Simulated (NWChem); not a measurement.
All runs are NWChem calculations. System: ethylene (C2H4), charge 0, spin multiplicity 1, at a geometry optimised with PBE/def2-SVP. Level: LDA (SVWN5)/def2-TZVP.

Job file:

```
start mol
memory heap 200 mb stack 900 mb global 1100 mb
geometry units angstroms nocenter noautoz
  C      0.000000     0.000000     0.670281
  C      0.000000     0.000000    -0.670281
  H      0.937449     0.000000     1.250738
  H     -0.937449     0.000000     1.250738
  H     -0.937449     0.000000    -1.250738
  H      0.937449     0.000000    -1.250738
  symmetry group D2h
end
basis spherical
  * library def2-tzvp
end
dft
  xc slater vwn_5
  semidirect memsize 60000000 filesize 0
  iterations 100
end
task dft energy
```

NWChem printed:

```
             Northwest Computational Chemistry Package (NWChem) 7.3.0
             --------------------------------------------------------

                                NWChem Input Module
                                -------------------

 Scaling coordinates for geometry "geometry" by  1.889725989
 (inverse scale =  0.529177249)

 Turning off AUTOSYM since
 SYMMETRY directive was detected!

                             Geometry "geometry" -> ""
                             -------------------------

 Output coordinates in angstroms (scale by  1.889725989 to convert to a.u.)

  No.       Tag          Charge          X              Y              Z
 ---- ---------------- ---------- -------------- -------------- --------------
    1 C                    6.0000     0.00000000     0.00000000     0.67028100
    2 C                    6.0000     0.00000000     0.00000000    -0.67028100
    3 H                    1.0000     0.93744900     0.00000000     1.25073800
    4 H                    1.0000    -0.93744900     0.00000000     1.25073800
    5 H                    1.0000    -0.93744900     0.00000000    -1.25073800
    6 H                    1.0000     0.93744900     0.00000000    -1.25073800

 Effective nuclear repulsion energy (a.u.)      32.9967627881

            Nuclear Dipole moment (a.u.)
            ----------------------------
        X                 Y               Z
 ---------------- ---------------- ----------------
     0.0000000000     0.0000000000     0.0000000000

      Symmetry information
      --------------------

 Group name             D2h
 Group number             26
 Group order               8
 No. of unique centers     2

      Symmetry unique atoms

     1    3


 Summary of "ao basis" -> "" (spherical)
 ------------------------------------------------------------------------------
       Tag                 Description            Shells   Functions and Types
 ---------------- ------------------------------  ------  ---------------------
 *                         def2-tzvp                  on all atoms

                                 NWChem DFT Module
[...]
    76      0.182373  5 H  s                 82     -0.182373  6 H  s
     9      0.147371  1 C  px                40     -0.147371  2 C  px
    63      0.115159  3 H  s                 69     -0.115159  4 H  s

 Vector    8  Occ=2.000000D+00  E=-2.533137D-01  Symmetry=b2u
              MO Center=  8.6D-18, -8.3D-16,  4.1D-15, r^2= 1.5D+00
   Bfn.  Coefficient  Atom+Function         Bfn.  Coefficient  Atom+Function
  ----- ------------  ---------------      ----- ------------  ---------------
     7      0.299150  1 C  py                38      0.299150  2 C  py
    10      0.252877  1 C  py                41      0.252877  2 C  py
    13      0.164205  1 C  py                44      0.164205  2 C  py

 Vector    9  Occ=0.000000D+00  E=-4.626605D-02  Symmetry=b3g
              MO Center=  5.1D-17, -2.0D-15, -4.3D-15, r^2= 2.3D+00
   Bfn.  Coefficient  Atom+Function         Bfn.  Coefficient  Atom+Function
  ----- ------------  ---------------      ----- ------------  ---------------
    13      0.576181  1 C  py                44     -0.576181  2 C  py
     7      0.315331  1 C  py                38     -0.315331  2 C  py
    10      0.270275  1 C  py                41     -0.270275  2 C  py
    21      0.048285  1 C  d -1              52      0.048285  2 C  d -1

 Vector   10  Occ=0.000000D+00  E= 4.039340D-02  Symmetry=ag
              MO Center= -7.4D-16, -4.5D-17, -1.1D-15, r^2= 5.7D+00
   Bfn.  Coefficient  Atom+Function         Bfn.  Coefficient  Atom+Function
  ----- ------------  ---------------      ----- ------------  ---------------
     5      1.459334  1 C  s                 36      1.459334  2 C  s
    65     -1.198584  3 H  s                 71     -1.198584  4 H  s
    77     -1.198584  5 H  s                 83     -1.198584  6 H  s
    14      0.619533  1 C  pz                45     -0.619533  2 C  pz
     4      0.344968  1 C  s                 35      0.344968  2 C  s

 Vector   11  Occ=0.000000D+00  E= 6.260775D-02  Symmetry=b3u
              MO Center= -5.1D-15, -2.1D-17,  3.0D-14, r^2= 6.1D+00
   Bfn.  Coefficient  Atom+Function         Bfn.  Coefficient  Atom+Function
  ----- ------------  ---------------      ----- ------------  ---------------
    65      1.354957  3 H  s                 71     -1.354957  4 H  s
    77     -1.354957  5 H  s                 83      1.354957  6 H  s
    12     -0.721482  1 C  px                43     -0.721482  2 C  px
     6     -0.202618  1 C  px                37     -0.202618  2 C  px
     9     -0.097816  1 C  px                40     -0.097816  2 C  px

 center of mass
 --------------
 x =   0.00000000 y =   0.00000000 z =   0.00000000

 moments of inertia (a.u.)
 ------------------
          61.025864635996           0.000000000000           0.000000000000
           0.000000000000          73.677250166750           0.000000000000
           0.000000000000           0.000000000000          12.651385530754

     Multipole analysis of the density
     ---------------------------------

     L   x y z        total         alpha         beta         nuclear
     -   - - -        -----         -----         ----         -------
     0   0 0 0     -0.000000     -8.000000     -8.000000     16.000000

     1   1 0 0      0.000000      0.000000      0.000000      0.000000
     1   0 1 0     -0.000000     -0.000000     -0.000000      0.000000
     1   0 0 1     -0.000000     -0.000000     -0.000000      0.000000

     2   2 0 0     -9.223211    -10.888184    -10.888184     12.553157
     2   1 1 0     -0.000000     -0.000000     -0.000000      0.000000
     2   1 0 1      0.000000      0.000000      0.000000      0.000000
     2   0 2 0    -11.873335     -5.936668     -5.936668      0.000000
     2   0 1 1      0.000000      0.000000      0.000000      0.000000
     2   0 0 2     -9.219244    -25.408753    -25.408753     41.598263

 Task  times  cpu:        0.7s     wall:        0.7s

 Total times  cpu:        0.7s     wall:        0.7s
```
